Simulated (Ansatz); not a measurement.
# Structure relaxation of Ta₂P₃

Level of theory: DFT PBE, scalar-relativistic, plane waves, PAW in Ansatz. Cutoff 420 eV, Γ-centred k mesh, Gaussian smearing, no spin polarisation in the final step.

The start puts Ta₂P₃ on the sites of a reported Ga3Ni2 cell (P-3m1, No. 164), with Ta in place of Ni, P in place of Ga, at a guessed volume.

```
Ta P
1.0
     4.27456    0.00000    0.00000
    -2.13728    3.70188    0.00000
     0.00000    0.00000    5.16114
Ta P
2 3
Direct
  0.33333 0.66667 0.13800
  0.66667 0.33333 0.86200
  0.00000 0.00000 0.00000
  0.33333 0.66667 0.62500
  0.66667 0.33333 0.37500
```

Cell and atoms relax at zero pressure; the relaxation can't lower the symmetry of the start. After a coarse first stage the cell is made exact in the group found at 0.06 Å.

Energies over the elements count from the elements' standard structures at the same level, with no empirical corrections.

(1) What does it relax into?

(2) What are its volume, energy, density and gap?

Answers

(1) It keeps P-3m1 (No. 164). Conventional cell: a = 4.443 Å, c = 5.001 Å. Around Ta lie 8 P at 2.47–2.74 Å and 3 Ta at 3.20 Å; P on Wyckoff site a (1 atom of the primitive cell) is coordinated by 6 Ta at 2.74 Å and 6 P at 2.98 Å; P on Wyckoff site d (2 atoms of the primitive cell) has 5 Ta at 2.47–2.63 Å, 3 P at 2.98 Å and 3 P at 3.24 Å.

Space group P-3m1 (No. 164). a = 4.443 Å, b = 4.443 Å, c = 5.001 Å, α = 90.00°, β = 90.00°, γ = 120.00°
```tsv
atom	site	symmetry	x	y	z
Ta	2d	3m.	0.3333	0.6667	0.1907
P	1a	-3m.	0.0000	0.0000	0.0000
P	2d	3m.	0.3333	0.6667	0.6975
```

(2) The volume per atom is 17.10 Å³, the density is 8.84 g/cm³ and the energy over the elements is -0.25 eV/atom. The gap on the 12×12×8 mesh is 0 eV (a metal).

The final run used a 12×12×8 mesh on its 5-atom cell and 0.10 eV smearing. For metals, differences of a few meV/atom aren't resolved. Spin–orbit coupling is left out. A structure relaxed within its symmetry needn't be a true minimum.

Cost: 3 runs of about 2.3 core-minutes in all, on Intel Xeon Platinum 8259CL (Skylake/Cascade Lake) (shared hosts).